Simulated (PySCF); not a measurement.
Gas-phase reaction: SiF₂ + O₃ ⇌ SiO₂ + F₂O

Method: PySCF energies plus ideal-gas RRHO corrections (1 bar). Table values come from the NASA 1993 polynomials. After a fit of one offset per element over all species, the range-separated, M06-2X, PBE0/def2-QZVP and CCSD(T)/def2-TZVPP enthalpies, where run, lie to one side of the table for SiF₂ (-43 kJ/mol), O₃ (+19 kJ/mol), SiO₂ (+35 kJ/mol): a fault of the table's entry, another state or a shared error of the levels is possible; this was not checked at source. † marks an energy on the PBE0/def2-TZVP geometry and frequencies; other levels use their own. MP2 and CCSD(T) freeze the core. All species are closed-shell singlets. For this reaction the table lies outside the span of B3LYP, CCSD(T), M06-2X, MP2, PBE0, r2SCAN, ωB97M-V, ωB97X-V in their largest bases here; which side is off was not settled. MP2 isn't extrapolated to the basis-set limit; its ΔH°(298 K) is 261.4 kJ in def2-SVP and 240.9 kJ in def2-TZVPP. CCSD(T) isn't extrapolated to the basis-set limit; its ΔH°(298 K) is 243.1 kJ in def2-SVP and 222.5 kJ in def2-TZVPP. The harmonic model lacks anharmonicity and excited electronic states, which grow with temperature; levels with a mode under 35 cm⁻¹ are left out. Strong static correlation: O₃. The table's entry may be an old estimate for SiF₂, SiO₂, F₂O (not checked at source). Warning, large T1 diagnostic: O₃, SiO₂ (CCSD(T)/def2-TZVPP†).

| level | ΔH°(298 K), kJ | minus table | ΔG°(2000 K), kJ |
|---|---|---|---|
| table | 165.2 | - | 197.7 |
| CCSD(T)/def2-TZVPP† | 222.5 | 57.3 | 247.4 |
| M06-2X/def2-TZVP† | 200.1 | 34.9 | 224.9 |
| MP2/def2-TZVPP† | 240.9 | 75.7 | 265.8 |
| PBE0/def2-QZVP† | 218.4 | 53.2 | 243.3 |
| PBE0/def2-TZVP | 215.7 | 50.5 | 240.6 |
| r2SCAN/def2-TZVP† | 203.3 | 38.1 | 228.2 |
| LDA/def2-TZVP† | 236.7 | 71.5 | 261.5 |
| ωB97M-V/def2-TZVP† | 207.1 | 41.9 | 232.0 |
